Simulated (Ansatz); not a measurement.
# BH5S (B(H2S)H3) at RPA@PBE/STO-3G

Aim: the vertical electron affinity of BH5S (B(H2S)H3) at RPA@PBE/STO-3G, from 2 runs. 

The results are computed with Ansatz 0.2.0.

43 further runs of the same task are left out: 43 set aside as unsound or not needed.

## Step 1: The molecule

BH5S has 7 atoms, charge 0, and is taken as a singlet. As SMILES, `[H]B([H])([H])<-S`. The coordinates come from a GFN2-xTB relaxation.

Bond lengths: B1–S2 2.040 Å, S2–H3 1.336 Å, S2–H4 1.337 Å, B1–H5 1.181 Å, B1–H6 1.184 Å, B1–H7 1.181 Å. Angles: B1–S2–H3 98.0°, B1–S2–H4 98.0°, S2–B1–H5 102.5°, S2–B1–H6 103.4°, S2–B1–H7 102.5°, H3–S2–H4 92.0°, H5–B1–H6 115.4°, H5–B1–H7 114.9°, H6–B1–H7 115.4°.

## Step 2: A single-point energy at RPA@PBE/STO-3G

File input.yaml:

```yaml
crystal:
  periodic: [false, false, false]
  atoms:
    - {symbol: B, position_ang: [0.127630, -0.217240, -0.817090]}
    - {symbol: S, position_ang: [0.134050, -0.231310, 1.222430]}
    - {symbol: H, position_ang: [0.506250, 1.037510, 1.415020]}
    - {symbol: H, position_ang: [-1.154430, 0.067690, 1.414850]}
    - {symbol: H, position_ang: [1.280190, -0.216980, -1.075620]}
    - {symbol: H, position_ang: [-0.453000, 0.779570, -1.081760]}
    - {symbol: H, position_ang: [-0.440700, -1.219250, -1.077830]}
basis:
  gaussian:
    orbitals: STO-3G
hamiltonian:
  xc: pbe
correlation:
  method: rpa
  frozen_orbitals: {B: 1, H: 0, S: 5}
accuracy: high
```

Command:

```bash
ansatz run input.yaml --threads 1 --pin off --max-ram 2610MiB --events-out events.jsonl --progress --plain --runs-dir runs
```

What it wrote:

```text
Warning: RAYON_NUM_THREADS=1 ignored (pool sized by the plan → 1); use --threads N
Functional definition: PBE
  name "PBE"
  parameter kappa = 0.804
  parameter beta = 0.06672455060314922
  exchange = pbe_x(kappa = kappa, mu = beta*pi^2/3)
  correlation = pbe_c(beta = beta)
329 factors; integrals over basis functions are off by at most 8.7e-9 eV
mean field evaluation 1: about -11455.9259 eV, gradient 1.9e1 eV
mean field evaluation 2: about -11455.8516 eV, gradient 1.9e1 eV
mean field evaluation 4: about -11457.4284 eV, gradient 2.3e0 eV
mean field evaluation 8: about -11457.4497 eV, gradient 6.1e-3 eV
mean field evaluation 16: about -11457.4497 eV, gradient 1.0e-8 eV
mean field -11457.44969701 eV, -421.0535102269 hartree, gradient 1.0e-8 eV, S^2 0.000000; 0 other end points of the search recorded, 0 dependent functions left out
6 core orbitals not correlated: weight in the atoms' cores, before any rotation towards them, 1.000 or more for the frozen orbitals, at most 0.000 for the correlated occupied ones
reference -11440.10708733 eV, -420.4161810764 hartree; 7, 7 occupied and 6, 6 virtual orbitals, 329 factors
Total energy: -11444.85365310 eV, -420.5906141512 hartree
```

Run time: 1.6 s. Hardware: 1 thread of Arm Neoverse V2, shared host; peak memory 0.1 GiB.

## Step 3: The doublet anion, same level

File job.yaml:

```yaml
crystal:
  periodic: [false, false, false]
  atoms:
    - {symbol: B, position_ang: [0.127630, -0.217240, -0.817090]}
    - {symbol: S, position_ang: [0.134050, -0.231310, 1.222430]}
    - {symbol: H, position_ang: [0.506250, 1.037510, 1.415020]}
    - {symbol: H, position_ang: [-1.154430, 0.067690, 1.414850]}
    - {symbol: H, position_ang: [1.280190, -0.216980, -1.075620]}
    - {symbol: H, position_ang: [-0.453000, 0.779570, -1.081760]}
    - {symbol: H, position_ang: [-0.440700, -1.219250, -1.077830]}
basis:
  gaussian: {orbitals: STO-3G}
accuracy: high
hamiltonian: {xc: pbe}
magnetization: {spin_polarized: true, initial_magnetization: 1}
total_charge: -1
correlation: {method: rpa, frozen_orbitals: {B: 1, H: 0, S: 5}}
```

Command:

```bash
ansatz run job.yaml --threads 1 --pin off --max-ram 2610MiB --events-out events.jsonl --progress --plain --runs-dir runs
```

What it wrote, shortened:

```text
Warning: RAYON_NUM_THREADS=1 ignored (pool sized by the plan → 1); use --threads N
[... 2 set-up lines as earlier in the session ...]
[...]
329 factors; integrals over basis functions are off by at most 8.7e-9 eV
[...]
mean field -11449.41339705 eV, -420.7581816503 hartree, gradient 6.5e-8 eV, S^2 0.752328; 5 other end points of the search recorded, 0 dependent functions left out
6 core orbitals not correlated: weight in the atoms' cores, before any rotation towards them, 0.999 or more for the frozen orbitals, at most 0.000 for the correlated occupied ones
reference -11430.58463744 eV, -420.0662374972 hartree; 8, 7 occupied and 5, 6 virtual orbitals, 329 factors
Total energy: -11435.39287067 eV, -420.2429368096 hartree
```

Run time: 3.6 s. Hardware: 1 thread of Arm Neoverse V2, shared host; peak memory 0.14 GiB.

## Step 4: Results

Level: RPA@PBE/STO-3G, 6 core orbitals frozen.

| quantity | value |
| --- | --- |
| singlet BH5S: total energy | -420.59061 Eh |
| singlet BH5S: RPA correlation energy (valence) | -174.4 mEh |
| doublet anion: total energy | -420.24294 Eh |
| doublet anion: RPA correlation energy (valence) | -176.7 mEh |
| doublet anion: ⟨S²⟩ of the reference determinant | 0.752 |
| vertical electron affinity (to the doublet anion) | -9.461 eV |

What this shows: The anion lies 9.46 eV (218 kcal/mol) above the neutral: the electron isn't bound at this level, and such a value depends on the basis. Without diffuse functions anions come out too high. In a minimal basis such a difference can be off by several eV, whatever the method.
